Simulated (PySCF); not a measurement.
**Dipole moment and polarisability across levels of theory**

Species: C4H7F.
SMILES: `C=C(C)CF`

PySCF, dipoles from the SCF density, polarisabilities from static response with core orbitals frozen. Isolated species at its PBE0-D3(BJ)/def2-SVP geometry (one conformer only).

**Question.** How do dipole and polarisability depend on functional and basis here?

**Answer.** 

| level | μ (D) | α (Å³) | anisotropy (Å³) |
| --- | --- | --- | --- |
| LDA/def2-SVPD | 2.042 | 8.06 | 2.99 |
| PBE/def2-SVPD | 1.950 | 7.96 | 2.98 |
| B3LYP/def2-SVPD | 2.034 | 7.77 | 2.92 |
| PBE0/def2-SVPD | 2.032 | 7.69 | 2.89 |
| BHandHLYP/def2-SVPD | 2.120 | 7.53 | 2.87 |
| CAM-B3LYP/def2-SVPD | 2.087 | 7.66 | 2.86 |
| wB97X-D/def2-SVPD | 2.057 | 7.67 | 2.83 |
| LC-wPBE/def2-SVPD | 2.085 | 7.48 | 2.77 |
| HF/def2-SVPD | 2.189 | 7.35 | 2.90 |
| PBE0/6-31G* | 1.798 | 6.30 | 3.42 |
| PBE0/def2-SVP | 1.930 | 6.55 | 3.35 |
| PBE0/def2-TZVP | 1.946 | 7.43 | 3.16 |

The anisotropy is √(½[(α1 − α2)² + (α2 − α3)² + (α3 − α1)²]). The dipole runs from 1.80 D (PBE0/6-31G*) to 2.19 D (HF/def2-SVPD). No reference polarisability is at hand; against PBE0 in the largest diffuse basis at hand (def2-SVPD) the other PBE0 rows deviate by 6-31G* -18%, def2-SVP -15%, def2-TZVP -3%. In one basis (def2-SVPD) the functionals order the polarisability from HF (lowest) to LDA (highest), a spread of 10%. With PBE0 the polarisability is 6.76 Å³ without diffuse functions (mean of 6-31G*, def2-SVP and def2-TZVP) and 7.69 Å³ with them (def2-SVPD).
